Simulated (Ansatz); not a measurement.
We consider Sb2O3 (Pccn, No. 56), described by r²SCAN (Ansatz, a quantum-chemistry and plane-wave program, PAW).

Settings: plane-wave cutoff 560 eV, 8×6×4 k mesh (along the axes of the cell as run), Fermi–Dirac smearing 0.01 eV, scalar-relativistic PAW data made under PBE.

Cell (relaxed at this level):

```cif
data_O12Sb8
_chemical_formula_sum 'Sb8 O12'
_space_group_name_H-M_alt 'P 1'
_space_group_IT_number 1
_cell_length_a 5.02765
_cell_length_b 5.43780
_cell_length_c 12.51992
_cell_angle_alpha 90.000
_cell_angle_beta 90.000
_cell_angle_gamma 90.000
loop_
_space_group_symop_operation_xyz
  'x, y, z'
loop_
_atom_site_label
_atom_site_type_symbol
_atom_site_fract_x
_atom_site_fract_y
_atom_site_fract_z
_atom_site_occupancy
Sb1 Sb 0.54646 0.17854 0.62741 1
Sb2 Sb 0.04646 0.32146 0.37259 1
Sb3 Sb 0.45354 0.32146 0.12741 1
Sb4 Sb 0.95354 0.17854 0.87259 1
Sb5 Sb 0.45354 0.82146 0.37259 1
Sb6 Sb 0.95354 0.67854 0.62741 1
Sb7 Sb 0.54646 0.67854 0.87259 1
Sb8 Sb 0.04646 0.82146 0.12741 1
O1 O 0.75000 0.02466 0.75000 1
O2 O 0.25000 0.47534 0.25000 1
O3 O 0.25000 0.97534 0.25000 1
O4 O 0.75000 0.52466 0.75000 1
O5 O 0.65196 0.85664 0.55920 1
O6 O 0.15196 0.64336 0.44080 1
O7 O 0.34804 0.64336 0.05920 1
O8 O 0.84804 0.85664 0.94080 1
O9 O 0.34804 0.14336 0.44080 1
O10 O 0.84804 0.35664 0.55920 1
O11 O 0.65196 0.35664 0.94080 1
O12 O 0.15196 0.14336 0.05920 1
```

### Question
Give the computed bulk modulus and band gap.

### Answer

* **bulk modulus**: 21.5 GPa
* **band gap**: 2.66 eV

Note: the relaxation could not lower the start's symmetry, so the cell can be a saddle point above a distorted one; the bulk modulus comes from volumes at which shape and atoms were relaxed.

Spin–orbit coupling is not included.

Computing time: very roughly 120 core-minutes.
